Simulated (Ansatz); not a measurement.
The cluster Li₃H₂, relaxed as a doublet with UKS PBE-D4/def2-TZVP in Ansatz, starting from the GFN1-xTB geometry. Force threshold 0.02 eV/Å.

Another isomer (doublet) lies 0.12 eV lower at PBE0-D4/def2-TZVP; other spin states weren't run for this one.

Start:

```xyz
5

Li   -1.091    0.383    0.338
Li    0.823    0.137   -0.866
Li    0.379   -1.425    0.888
H    -0.766    0.540   -1.330
H     0.656    0.365    0.969
```

Estimate the energy that the relaxation releases and the steps that it takes.

11.3 kcal/mol, in 16 steps; 8 s on 4 threads of Arm Neoverse V1 on a shared host. The force fell under the threshold at step 7, but the optimiser went on and released 0.128 eV more. No frequencies were taken in this run, so the end may be a saddle point.

Does the start keep its bonding and symmetry?

Bonds lost: Li2–H5 (atoms count from 1). Metal–metal contacts that move far: Li1–Li3 2.39 to 3.52 Å. Point group Cs at the start, Cs at the end, both within 0.05 Å.

Predict the relaxed structure.


Cartesian coordinates in Å:
```
Li -1.2459 0.8052 0.1728
Li 0.7119 -0.0696 -0.9933
Li 1.2042 -1.4337 1.3408
H -0.6007 1.0150 -1.3873
H -0.0694 -0.3169 0.8669
```
Bond lengths (bridged metal pairs left out): 1 × Li–Li 2.75 Å; 4 × H–Li 1.70 to 1.77 Å.
